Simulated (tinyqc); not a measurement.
Worked calculation: CCSD on RHF in the sto-3g basis, frozen core, for H2O, spin multiplicity 1. One step of it, computed by the program tinyqc.

Task: Iteration 8 (converged): orbitals. Diagonalise F' = X^T F X, C = X C', fill 5 alpha and 5 beta electrons from the bottom; D = 2 C_occ C_occ^T. Each column has its largest component positive (the first on a tie).

converged F (hartree), lower triangle:
```
             1O 1s      1O 2s     1O 2px     1O 2py     1O 2pz      2H 1s      3H 1s
1O 1s   -20.216264
1O 2s    -5.161706  -2.453508
1O 2px    0.000000   0.000000  -0.388203
1O 2py    0.000000   0.000000   0.000000  -0.360598
1O 2pz   -0.029896  -0.135034   0.000000   0.000000  -0.367617
2H 1s    -1.318042  -1.095255   0.000000  -0.421797  -0.350025  -0.630165
3H 1s    -1.318042  -1.095255   0.000000   0.421797  -0.350025  -0.416098  -0.630165
```

X, lower triangle:
```
            1O 1s      1O 2s    1O 2px     1O 2py     1O 2pz      2H 1s     3H 1s
1O 1s    1.024397
1O 2s   -0.145927   1.286996
1O 2px   0.000000   0.000000  1.000000
1O 2py   0.000000   0.000000  0.000000   1.140999
1O 2pz  -0.010249   0.117426  0.000000   0.000000   1.052021
2H 1s    0.023053  -0.326981  0.000000  -0.262255  -0.145316   1.241968
3H 1s    0.023053  -0.326981  0.000000   0.262255  -0.145316  -0.092370  1.241968
```

Give: F' = X^T F X; orbital energies; coefficients C; D after iteration 8.

Result:

F' = X^T F X (hartree), lower triangle:
```
          1        2        3        4        5        6       7
1  -19.8341
2   -2.6975  -1.1783
3    0.0000   0.0000  -0.3882
4    0.0000   0.0000   0.0000   0.0060
5   -0.0521   0.1124   0.0000   0.0000  -0.2263
6   -0.2222  -0.5638   0.0000  -0.5174  -0.3190   0.0433
7   -0.2222  -0.5638   0.0000   0.5174  -0.3190  -0.1163  0.0433
```

orbital energies (hartree): MO1 -20.2253, MO2 -1.2806, MO3 -0.6529, MO4 -0.4391, MO5 -0.3882, MO6 0.6332, MO7 0.8185

coefficients C:
```
            MO1      MO2      MO3      MO4     MO5      MO6      MO7
1O 1s    0.9940  -0.2320   0.0000   0.0994  0.0000  -0.1418   0.0000
1O 2s    0.0276   0.8200   0.0000  -0.5216  0.0000   0.9798   0.0000
1O 2px   0.0000   0.0000   0.0000   0.0000  1.0000   0.0000   0.0000
1O 2py   0.0000   0.0000   0.5997   0.0000  0.0000   0.0000   1.0391
1O 2pz   0.0045   0.1348   0.0000   0.8111  0.0000   0.6977   0.0000
2H 1s   -0.0065   0.1628   0.4365   0.2506  0.0000  -0.8367  -0.8766
3H 1s   -0.0065   0.1628  -0.4365   0.2506  0.0000  -0.8367   0.8766
```

D after iteration 8, lower triangle:
```
          1O 1s    1O 2s  1O 2px   1O 2py  1O 2pz    2H 1s   3H 1s
1O 1s    2.1035
1O 2s   -0.4293   1.8906
1O 2px   0.0000   0.0000  2.0000
1O 2py   0.0000   0.0000  0.0000   0.7193
1O 2pz   0.1076  -0.6249  0.0000   0.0000  1.3521
2H 1s   -0.0386   0.0052  0.0000   0.5235  0.4504   0.5597
3H 1s   -0.0386   0.0052  0.0000  -0.5235  0.4504  -0.2023  0.5597
```
